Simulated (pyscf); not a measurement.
## Routes from H₂C=N–CH₃ + CH₃•

Candidate steps break at most two bonds and form at most two. Each was searched with GFN2-xTB (tblite) first. Single points on ωB97X-D3(BJ)/def2-SVP structures (PySCF, gas phase). Energies: ωB97M-D3(BJ)/def2-TZVP, kcal/mol, from the separated reactants, doublet surface; ΔG‡ with ideal gas, 1 atm, RRHO with modes under 100 cm⁻¹ raised to 100, one conformer, R ln 2 for chiral ones without a mode under 150 cm⁻¹.

| products | type | ΔE‡ | ΔE | ΔG‡ 298 K | ΔG‡ 900 K | ν‡ (cm⁻¹) |
|---|---|---|---|---|---|---|
| H₃C–CH₂–N•–CH₃ | addition | 4.2 | -28.6 | 14.8 | 33.5 | 433i |
| H₂C=N• + H₃C–CH₃ | substitution at C | 41.6 | -19.2 | 51.8 | 70.2 | 1319i |

Plain bond fissions and candidates not yet searched are not listed, and one of them may be faster. Each barrier is that of the saddle found; lower ones may exist.
